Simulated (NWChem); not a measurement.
diphosphorus (P$_{2}$); SMILES P#P

Computed with NWChem. Pople sets run with spherical d functions. All runs use the structure optimised with PBE0/def2-SVP. Level PBE/6-31G*: energy and gradient; each run changes one setting, and changes count from the defaults (medium grid, exact Coulomb integrals, symmetry on).

Task: Which setting moves the energy most, and by about how much (defaults; Becke weights; Coulomb fitting, Weigend set; coarse grid; extra-fine grid)?

Result: Coulomb fitting, Weigend set, by about 100 μHa.
```csv
setting,size of the energy change (μHa),largest change of a gradient component (μHa/bohr)
defaults,< 10,< 30
extra-fine grid,< 10,< 30
coarse grid,< 10,< 30
Becke weights,< 10,< 30
"Coulomb fitting, Weigend set",100,400
```
